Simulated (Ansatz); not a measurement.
# AlLiH2 (singlet): wave-function methods side by side at distance Al1–Li2 = 2.639 Å, 6-31G

One table from this session's results is given with a row withheld; the runs are named, their logs left out.

Computed with Ansatz 0.2.0, Gaussian basis. Level: 6-31G, core rule «outside noble gas», up to 6 orbitals frozen.

To be run: UHF; CCSD(T) on RHF; BCCD(T) on RHF; CISD; CCSDT(Q) on RHF; CCSDTQ on RHF; CASSCF and MRCISD+Q, 2 electrons in 2 orbitals; CASSCF and NEVPT2, 2 electrons in 2 orbitals; Full CI.

41 further runs of the same task are left out: 22 for a known fault of the program, 15 that didn't finish, 4 set aside as unsound or not needed.

### What is computed

The geometry derives from a PBE0/def2-TZVP stationary point (not a proven minimum). One bond is set to the value named and the two fragments are kept rigid.

4 atoms, charge 0, spin multiplicity 1.

Atoms are counted from 1 here; the program's logs count them from 0.

Bond lengths: Al1–H3 1.618 Å, Al1–H4 1.618 Å. Angles: H3–Al1–H4 107.9°.

Set-up of the first run:

The input, in.yaml:

```yaml
crystal:
  periodic: [false, false, false]
  atoms:
    - {symbol: Al, position_ang: [0.000000, 0.000000, 0.456228]}
    - {symbol: Li, position_ang: [0.000000, 0.000000, -2.182594]}
    - {symbol: H, position_ang: [0.000000, 1.307862, 1.408637]}
    - {symbol: H, position_ang: [0.000000, -1.307862, 1.408637]}
basis:
  gaussian: {orbitals: 6-31G}
magnetization: {spin_polarized: true, initial_magnetization: 0}
hamiltonian: {xc: hf}
output: {orbitals: {seedname: orbitals}}
```

Run with:

```
> ansatz run in.yaml --threads 1 --pin off --events-out ev --progress --plain --max-ram 2393MiB
```

Steps of the session up to this table: UHF; CCSD(T) on RHF; BCCD(T) on RHF; CISD; CCSDT(Q) on RHF; CCSDTQ on RHF; CASSCF and MRCISD+Q, 2 electrons in 2 orbitals; CASSCF and NEVPT2, 2 electrons in 2 orbitals; Full CI.

One table of the session follows, with a row left open; its other results are not shown here.

| method | from FCI (meV) |
| --- | --- |
| RHF | +1702.9 |
| RMP2 | +542.3 |
| CISD | +99.7 |
| RCCSD | +38.3 |
| RCCSD(T) | +12.8 |
| BCCD(T) | +12.6 |
| RCCSDT | +2.0 |
| RCCSDT(Q) | +0.6 |
| RCCSDTQ | 0.0 |
| CASSCF pair | ? |
| NEVPT2 pair | +459.7 |
| MRCISD pair | +61.5 |
| MRCISD+Q pair | -11.2 |
| FCI | 0 |

**Question.** Estimate the row for CASSCF pair.

**Answer.** from FCI (meV): +1304.7. In the column «from FCI (meV)» it lies between RMP2 (+542.3) and RHF (+1702.9).

Caveats from the session: MRCISD+Q pair falls below full CI: the +Q correction isn't variational, and the cores differ from full CI's.
